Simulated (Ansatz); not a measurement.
**AlP, singlet in 6-31G: errors against full CI**

Geometry: a point of a stretch scan, not a stationary point.

```xyz
2

Al    0.0000    0.0000    0.0000
P     0.0000    0.0000    1.9030
```

Basis 6-31G; Ansatz 0.2.0. Only valence electrons are correlated (noble-gas cores frozen), which leaves 8 electrons in 16 orbitals. Prefix R: restricted or restricted open-shell reference. Active spaces: valence = (8e, 8o) chosen from the atoms' valence shells.

Full CI is exact within this basis and frozen core; it isn't the basis-set limit.

- UHF ⟨S²⟩: 1.098
- T1 diagnostic (RCCSD): 0.0445
- largest doubles amplitude (RCCSD): 0.208

Problem. From what is known of these methods and the diagnostics, rank them by the size of their error in total energy against full CI in 6-31G, smallest first (an estimate: the text doesn't fix the numbers).
A. MRCISD (valence space)
B. NEVPT2 (valence space)
C. CASSCF (valence space)
D. RCCSD
E. RCCSDTQ

Solution. E (0.3 kJ/mol), A (1.8 kJ/mol), B (18.8 kJ/mol), D (23.2 kJ/mol), C (63.1 kJ/mol).

All errors are against full CI in 6-31G. Within each family the higher level lies nearer, as is usual though not guaranteed.

The full-CI state has the irrep A1 of C2v, in the program's axes (one component, if the state is degenerate).

Natural occupations of full CI about the gap: 1.981 1.905 1.905 1.799 0.189 0.089 0.089 0.014 0.008 0.007; effectively unpaired electrons, Σ n²(2−n)², 0.38.
